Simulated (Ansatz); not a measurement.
SiO₂H₄⁻, that is Si(OH)2H2 with one electron more. The state is a doublet with charge -1. Geometry PBE-D4/def2-TZVPD; atoms count from 1.

```xyz
7

Si    0.2781   -0.1383   -0.3018
O    -1.3395   -0.1600   -0.6969
H    -1.9059   -0.3688    0.0832
O     0.8157    1.0497    0.7338
H     0.4379    0.9466    1.6392
H     0.9666    0.1666   -1.5969
H     0.7471   -1.4959    0.1394
```

The highest occupied level of the relaxed charge -1 doublet lies above zero (up to 1.81 eV). By energy differences, losing it releases 0.64 eV (each at its own geometry, to the charge 0 singlet, at PBE0-D4/def2-TZVPD).

(1) Estimate the Mulliken populations from the PBE0/def2-TZVPD orbitals of Ansatz.

(2) Where does the spin sit?

Results:

(1) 
```csv
atom,charge (e),spin (α − β)
Si1,-1.26,1.62
O2,-0.16,-0.29
H3,0.32,0.01
O4,-0.16,-0.29
H5,0.32,0.01
H6,-0.04,-0.05
H7,-0.01,-0.02
```
Mulliken values and Mayer orders depend strongly on the basis. With diffuse functions, as here, like atoms can get unlike values, and bond orders can come out too low or too high.

(2) Summed by element: Si 1.62, O -0.58, H -0.04, of 1 unpaired in all. Largest on single atoms: Si1 1.62, O2 -0.29, O4 -0.29.
